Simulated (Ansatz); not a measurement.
A geometry relaxed with r2SCAN-D4/def2-TZVP (Ansatz, a program for electronic structure), charge 0, multiplicity 1:

```xyz
5

H     -1.1132     0.3707    -0.9070
H      1.1552    -0.4708    -0.8020
Si     0.0000     0.0000     0.0000
H     -0.4440    -1.0832     0.9105
H      0.4020     1.1832     0.7985
```

### Question
Write the SMILES of this molecule.

### Answer
`[SiH4]`
